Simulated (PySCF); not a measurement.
Basis set benchmark on one molecule

Molecule: Difluoroacetonitrile, C2HF2N.

Geometry:
| atom | x (Å) | y (Å) | z (Å) |
| --- | --- | --- | --- |
| N1 | 0.459 | 2.086 | -0.340 |
| C2 | 0.215 | 0.973 | -0.155 |
| C3 | -0.114 | -0.444 | 0.118 |
| F4 | -1.046 | -0.863 | -0.748 |
| F5 | 0.986 | -1.195 | -0.023 |
| H6 | -0.500 | -0.555 | 1.147 |

Geometry PBE0-D3(BJ)/def2-SVP throughout; GIAO in PySCF 2.14, gas phase, one conformer, non-relativistic; equivalent atoms averaged; functional PBE0.

Reference values (measured; G. Saielli, R. Bini, A. Bagno, Computational 19F NMR. 2. Organic compounds, RSC Adv. 2014, ESI (exp. from Berger-Braun-Kalinowski 1994 and Everett 1995)): δ(F4/F5) = -119.8 ppm vs CFCl3. Computed shifts are taken against CFCl3, calculated as an isolated molecule at each level.

Question: How do the basis sets STO-3G, 6-31G, pcSseg-0, 6-31G*, def2-SVP, cc-pVDZ, pcSseg-1, aug-cc-pVDZ, 6-311+G(2d,p), def2-TZVP, cc-pVTZ, IGLO-III, pcSseg-2 perform against the reference? Times are CPU seconds on shared hosts with different chips, so compare them loosely.

Answer: 
```
    basis set  functions   F4/F5  abs. error F  core-s
       STO-3G         26  -107.5          12.3     1.3
        6-31G         47  -140.1          20.3     2.9
     pcSseg-0         47  -144.3          24.5     2.7
       6-31G*         72  -128.2           8.4     3.8
     def2-SVP         75  -115.4           4.4     3.6
      cc-pVDZ         75  -124.0           4.2     4.1
     pcSseg-1         90  -131.7          11.9     5.6
  aug-cc-pVDZ        124  -121.6           1.8     7.2
6-311+G(2d,p)        141  -130.2          10.4     7.2
    def2-TZVP        161  -127.5           7.7     9.3
      cc-pVTZ        164  -127.1           7.3      10
     IGLO-III        185  -129.2           9.4      12
     pcSseg-2        194  -129.0           9.2      12
```

For 19F the closest is aug-cc-pVDZ (1.8 ppm) and the furthest pcSseg-0 (24.5 ppm). Where a smaller basis beats a larger one, errors probably cancel; the largest sets show where the functional converges. One molecule is a small sample, and vibrational and solvent effects are absent from the calculation.

A small basis that lands close on one nucleus may do so by chance; judge by the trend and by all nuclei.
